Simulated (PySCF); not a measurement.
Species: ClH3Si.
SMILES with atom numbers: `[SiH3:1][Cl:2]` (hydrogens: H3, H4, H5 on Si1)

Computed by this run: PBE0-D3(BJ)/def2-SVP geometry optimisation, gas phase in PySCF 2.14.0; density fitting, grid level 1; the optimiser is geomeTRIC in internal coordinates, started from a GFN2-xTB structure with every atom displaced at random (about 0.01 Å).

Step 0: E = -20436.0946 eV
```
atom  x, y, z in Å  |  force x, y, z in eV/Å
Si1     1.1759    0.8996   -0.4092   -1.275   0.580  -0.474
Cl2     3.1557    0.8701   -0.3004    1.974  -0.138   0.122
H3      0.7107   -0.0557   -1.4174   -0.169  -0.350  -0.313
H4      0.7881    2.2737   -0.8120   -0.181   0.108  -0.031
H5      0.6131    0.5849    0.8896   -0.349  -0.200   0.695
```

Step 1: E = -20436.1853 eV
```
atom  x, y, z in Å  |  force x, y, z in eV/Å
Si1     1.1561    0.9211   -0.4190    0.599  -0.060   0.093
Cl2     3.2569    0.8421   -0.2968   -0.661   0.040  -0.037
H3      0.7053   -0.0677   -1.4340    0.001  -0.017  -0.019
H4      0.7388    2.2917   -0.8157    0.032   0.040  -0.020
H5      0.5863    0.5854    0.9160    0.030  -0.004  -0.017
```

**Question.** Estimate the geometry and energy of step 2. (The exact step hangs on the optimiser's Hessian estimate; all steps are aligned on step 1, rigid shifts and turns removed.)

**Answer.** E = -20436.1951 eV, largest force 0.367 eV/Å
```
atom  x, y, z in Å  |  force x, y, z in eV/Å
Si1     1.1562    0.9193   -0.4179    0.366  -0.011   0.026
Cl2     3.2387    0.8463   -0.2972   -0.337   0.015  -0.018
H3      0.7078   -0.0701   -1.4352   -0.016   0.002   0.001
H4      0.7485    2.2942   -0.8170   -0.003  -0.002  -0.005
H5      0.5922    0.5830    0.9179   -0.010  -0.004  -0.004
```

The energy changes by -0.0098 eV. The first-order estimate −F·Δx gives -0.0132 eV and the mean of the old and new forces, exact on a quadratic surface, -0.0097 eV. The step makes an angle of 50° with the force vector and moves no atom by more than 0.019 Å.

The cost below is that of the whole optimisation. On Arm Neoverse N1, one thread, no GPU, shared host with 64 logical CPUs at a one-minute load of 58, this took 5.6 s wall and 0.27 GiB of memory at its peak.
